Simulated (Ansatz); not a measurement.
# C2H4FNO: the cost of one run

Method: RKS PBE-D4/cc-pVDZ, in Ansatz 0.2.0.

### 1 Starting point

Bond lengths: N1–C2 1.458 Å, C2–O3 1.441 Å, C2–C4 1.428 Å, O3–C4 1.384 Å, C4–F5 1.411 Å, N1–H6 0.968 Å, N1–H7 1.063 Å, C2–H8 1.106 Å, C4–H9 1.065 Å. Angles (14 of 16 angles, heavy atoms first): N1–C2–O3 114.2°, N1–C2–C4 124.7°, O3–C2–C4 57.7°, C2–O3–C4 60.7°, C2–C4–O3 61.6°, C2–C4–F5 121.1°, O3–C4–F5 116.1°, N1–C2–H8 111.5°, O3–C2–H8 119.2°, C4–C2–H8 119.0°, C2–N1–H6 113.4°, C2–N1–H7 107.0°, C2–C4–H9 125.9°, O3–C4–H9 118.7°.

Coordinates:

```xyz
9

N     1.0927    0.8035    0.5031
C     0.4716   -0.2982   -0.2233
O    -0.4533   -1.0763    0.5616
C    -0.9182   -0.3806   -0.5409
F    -1.7912    0.6947   -0.2731
H     1.5203    0.5275    1.3267
H     0.3071    1.4307    0.8486
H     1.2016   -0.8195   -0.8700
H    -1.3422   -0.9282   -1.3499
```

### 2 Relaxing end A

File input.yaml:

```yaml
crystal:
  periodic: [false, false, false]
  atoms:
    - { symbol: "N", position_ang: [1.0927, 0.8035, 0.5031] }
    - { symbol: C, position_ang: [0.4716, -0.2982, -0.2233] }
    - { symbol: O, position_ang: [-0.4533, -1.0763, 0.5616] }
    - { symbol: C, position_ang: [-0.9182, -0.3806, -0.5409] }
    - { symbol: F, position_ang: [-1.7912, 0.6947, -0.2731] }
    - { symbol: H, position_ang: [1.5203, 0.5275, 1.3267] }
    - { symbol: H, position_ang: [0.3071, 1.4307, 0.8486] }
    - { symbol: H, position_ang: [1.2016, -0.8195, -0.87] }
    - { symbol: H, position_ang: [-1.3422, -0.9282, -1.3499] }
basis:
  gaussian: { orbitals: cc-pVDZ }
hamiltonian:
  xc: pbe
  dispersion: d4
relax:
  f_tol: 0.015
  max_steps: 40
output:
  orbitals: {}
```

The run is started by

```bash
> ansatz run input.yaml --threads 1 --pin off --max-ram 2048MiB --backend cpu --events-out ev --progress --plain --runs-dir out
```

Q: Estimate wall time and peak memory on 1 thread of Intel Xeon 6975P-C (Granite Rapids), shared host.

About 14 s, with a peak of 0.16 GiB.
